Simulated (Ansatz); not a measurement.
Pulling the pair apart

The pair of HCl (SMILES Cl, atoms 1–2) and CH6Si (SMILES C[SiH3], atoms 3–10), both closed shells, in one local arrangement (a lower one may exist), relaxed at PBE0-D4/def2-TZVP:

| atom | x (Å) | y (Å) | z (Å) |
| --- | --- | --- | --- |
| Cl1 | 0.7675 | -0.9588 | -2.9632 |
| H2 | 0.4540 | 0.0201 | -2.1906 |
| C3 | 0.0344 | -0.8402 | 0.8114 |
| Si4 | -0.3228 | 0.9669 | 0.5102 |
| H5 | -0.5878 | -1.4732 | 0.1751 |
| H6 | -0.1669 | -1.0999 | 1.8533 |
| H7 | 1.0801 | -1.0725 | 0.5978 |
| H8 | -0.0429 | 1.3238 | -0.9159 |
| H9 | 0.5340 | 1.8413 | 1.3531 |
| H10 | -1.7496 | 1.2925 | 0.7690 |

CH6Si is shifted rigidly along the line between the mean atom positions of the two fragments (negative: closer). Counterpoise interaction energies in kcal/mol. Ansatz 0.2.0; basis: def2-TZVPPD; cores frozen in the correlated methods. B3LYP uses VWN-RPA correlation.

```json
{"shift (Å)": "-0.41", "PBE-D4": "-1.47", "MP2": "0.19", "B3LYP-D4": "-0.41"}
{"shift (Å)": "-0.21", "PBE-D4": "-2.42", "MP2": "-1.22", "B3LYP-D4": "-1.71"}
{"shift (Å)": "0.00", "PBE-D4": "-2.59", "MP2": "-1.71", "B3LYP-D4": "-2.08"}
{"shift (Å)": "0.21", "PBE-D4": "-2.39", "MP2": "-1.74", "B3LYP-D4": "-1.98"}
{"shift (Å)": "0.49", "PBE-D4": "-1.91", "MP2": "-1.49", "B3LYP-D4": "-1.57"}
{"shift (Å)": "1.03", "PBE-D4": "-1.09", "MP2": "-0.92", "B3LYP-D4": "-0.83"}
{"shift (Å)": "2.06", "PBE-D4": "-0.31", "MP2": "-0.33", "B3LYP-D4": "-0.20"}
{"shift (Å)": "4.12", "PBE-D4": "0.00", "MP2": "-0.07", "B3LYP-D4": "0.04"}
```

At the largest shift the D4 term itself is slightly repulsive (PBE-D4 +2.0 meV, B3LYP-D4 +3.6 meV): a quirk of that model, not of the functional.

Task: What does CCSD(T) give at these shifts? (Judge from chemistry; the value comes from the calculation.)

Result: By the calculation: 0.73, -0.86, -1.47, -1.58, -1.39, -0.87, -0.32, -0.07 kcal/mol. For zero shift, CCSD(T) at an estimated basis limit (MP2 extrapolated from triple and quadruple zeta, plus CCSD(T) − MP2 in triple zeta) gives -1.80 kcal/mol. These are counterpoise interaction energies, counted from the two frozen fragments.

T1 diagnostic: at most 0.010.

For scale, one of the runs: CCSD(T)/def2-TZVPPD, 255 basis functions, launched by `ansatz run in.yaml --threads 4 --pin off --events-out ev --progress --plain --max-ram 9574MiB`. The run took 61 s on 4 CPU threads of an Arm Neoverse V2 (shared host), with 5.3 GiB of host memory at its peak.
